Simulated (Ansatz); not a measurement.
hcp Re was calculated with PBEsol+SOC in Ansatz (plane waves, PAW).

Numerical settings: plane-wave cutoff 520 eV, 24×24×12 k mesh (along the axes of the cell as run), Fermi–Dirac smearing 0.05 eV, PAW data made under PBE.

Computed at the level's own relaxed cell.

Q: Give the computed lattice parameter c, volume per atom, pressure derivative B′ of the bulk modulus and bulk modulus B0.

A: 
lattice parameter c: 4.440 Å
volume per atom: 14.57 Å³/atom
pressure derivative B′ of the bulk modulus: 4.5
bulk modulus B0: 387 GPa

The run finds no gap.

Measured, for comparison: lattice parameter c 4.458 Å (293 K, not corrected to a static lattice; as tabulated in Wikipedia's data pages); bulk modulus 369 GPa (zero-point energy and finite temperature contributions removed, our sources range from 369 to 381; as tabulated in doi:10.1021/acs.jctc.3c00612). Computed (rounded) less measured: lattice parameter c -0.4 %, bulk modulus +5 % (+2 % to +5 % over the range). A static lattice is as a rule a little smaller and stiffer than an uncorrected measurement, which narrows the difference in the lattice parameter c and would widen misses of the other sign.

Note: the bulk modulus comes from volumes at which shape and atoms were relaxed.

Cost on a shared machine: about 19 core-minutes (a rough figure).

Ansatz is a quantum-chemistry and plane-wave program.
